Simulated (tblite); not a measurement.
C₃H₆P₂.
Z-matrix (Å and degrees, GFN2-xTB geometry), rows numbered from 1:
```
C 
C   1  1.3347
C   2  1.4285  1  123.42
P   3  1.6890  2  128.47  1   175.90
P   4  2.1731  3  102.33  2     0.89
H   1  1.0779  2  121.46  3    -1.00
H   1  1.0761  2  121.89  3   179.48
H   2  1.0860  1  119.99  3  -179.81
H   3  1.0844  2  115.96  1    -2.84
H   5  1.3929  4   92.23  3  -179.13
H   5  1.3963  4   94.20  3   -87.00
```

Level: GFN2-xTB in tblite, geometry and Hessian alike; calculated harmonic values, unscaled, isolated species. The method is semi-empirical: single wavenumbers can be off by several per cent or more. Modes of hydrogen on phosphorus can be 10 to 20 % off. One conformer, not necessarily the lowest.

Harmonic wavenumbers (cm⁻¹): 99.5, 134.4, 155.0, 204.5, 297.1, 444.6, 498.0, 604.3, 688.9, 779.1, 797.3, 872.8, 886.8, 996.3, 1031.4, 1128.5, 1198.9, 1245.5, 1324.3, 1408.4, 1618.8, 2234.5, 2314.7, 3006.2, 3026.5, 3099.2, 3133.2.

A = 5773, B = 1819, C = 1398 MHz; mass 103.994 u (most abundant isotopes); point group C1, symmetry number 1.

Task: What is the zero-point energy?

Result: Half the sum of the wavenumbers: 16614 cm⁻¹ = 198.75 kJ/mol.

Task: Entropy at 298.15 K, 1 bar (ideal gas, RRHO, classical rotation)?

Result: Translation 166.78, rotation 114.99, vibration 66.17: S = 347.9 J/(mol K).

Task: And Cp and H(298.15 K) − H(0)?

Result: Cp = 107.89 J/(mol K), of which vibrations give 74.63 (their classical limit is 27 R = 224.5); H(298.15 K) − H(0) = 20.97 kJ/mol without the zero-point energy, 11.06 from vibrations.

Task: Blend soft modes into free rotors: weight 1/[1 + (100 cm⁻¹/ν̃)⁴] for the oscillator and the rest for a rotor with moment μB/(μ + B), μ = h/(8π²ν), B = 10⁻⁴⁴ kg m². What vibrational entropy results?

Result: 64.50 J/(mol K) in place of 66.17, which changes −T·S at 298.15 K by +0.50 kJ/mol.

Task: What must be added to the electronic energy to get the Gibbs energy at 298.15 K and 1 bar?

Result: ZPE + [H(298.15 K) − H(0)] − T·S = 198.75 + 20.97 − 103.74 = 115.98 kJ/mol.

Task: How do the functions run with temperature in this model?

Result: 
```
T (K)  S (J/(mol K))  Cp (J/(mol K))  H − H(0) (kJ/mol)  G − H(0) (kJ/mol)  ln q(vib)
  150          287.7            71.7               7.68             -35.48       1.30
  250          330.0            96.1              16.06             -66.44       2.78
  400          382.9           130.5              33.15            -120.01       5.02
  600          442.6           163.6              62.80            -202.74       7.95
  900          515.3           194.7             116.95            -346.84      12.04
```

q(vib) and H(0) count from the zero-point level.

Hindered rotation and anharmonicity are outside this model. Other conformers, if any are populated, would add a mixing term that is left out. The structure is chiral; the term R ln 2 for an equal mix with its mirror image is left out.

On one thread, Arm Neoverse V2 (aarch64), shared host, this took 0.21 s of wall time. This covers the Hessian and the dipole derivatives.
